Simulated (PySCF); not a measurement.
BF3.H2O, optimised at PBE/def2-SVP:

```xyz
7

O      0.0745     0.5756    -1.4808
B     -0.0091    -0.1004     0.1870
F     -0.1529    -1.4234    -0.0234
F      1.1994     0.3251     0.6577
F     -1.1021     0.5773     0.6445
H      0.9140     1.0806    -1.4755
H     -0.6351     1.2510    -1.4841
```

Computed with PySCF (xtb for GFN2) and rigid-rotor harmonic-oscillator thermochemistry at 1 bar. 6-31G* has spherical d functions here. All species are closed-shell singlets. B3LYP is the form with VWN-RPA correlation. Adducts (BF3.H2O) have no counterpoise correction, and HF, PBE, BLYP, B3LYP and PBE0 lack dispersion. BF3.H2O: computed as isolated molecules; such fragments, hydroxides, amides, oligomers or adducts are transient or little studied in the gas.

**Question.** List the harmonic frequencies (cm⁻¹, unscaled) at this level and at the other levels, each on its own geometry.

**Answer.** 
- PBE/def2-SVP: 149, 259, 265, 297, 444, 447, 603, 639, 696, 833, 1301, 1342, 1562, 3640, 3736
- B3LYP/6-31G*: 118, 236, 250, 254, 458, 459, 604, 643, 702, 855, 1367, 1403, 1679, 3689, 3800
- GFN2-xTB: 64, 248, 264, 328, 403, 405, 525, 662, 683, 820, 1210, 1266, 1415, 3495, 3500
- PBE0/def2-TZVP: 65, 272, 274, 288, 456, 457, 607, 630, 739, 863, 1327, 1354, 1627, 3796, 3893
